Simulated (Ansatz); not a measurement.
For rock-salt ZrC, rVV10 (PAW; Ansatz, an electronic-structure program) gives:

```
Quantity                      Value
-------------------  --------------
lattice parameter a         4.738 Å
formation enthalpy   -0.832 eV/atom
```

### Question
What does r²SCAN (Ansatz, plane waves, PAW) give for the same quantities?

### Answer

- lattice constant a: 4.711 Å (falls by 0.6 %)
- formation enthalpy: -1.009 eV/atom (moves by -0.177 eV/atom)

For comparison: lattice constant a 4.696 Å (measured, temperature not stated, not corrected to a static lattice; as tabulated in Zhang et al. (2018), doi:10.1088/1367-2630/aac7f0); formation enthalpy -1.019 eV/atom (measured, 298 K, copied from a table, unchecked, not corrected to a static lattice; as tabulated in Wang et al. (2021), doi:10.1038/s41598-021-94550-5).

Changes are worked out from the printed values.

Unless a cell is named, each level is at its own relaxed cell (rVV10 13.29, r²SCAN 13.07 Å³/atom).

Ansatz's density-functional and Hartree–Fock values are scalar-relativistic unless marked +SOC, with PAW data made under PBE.
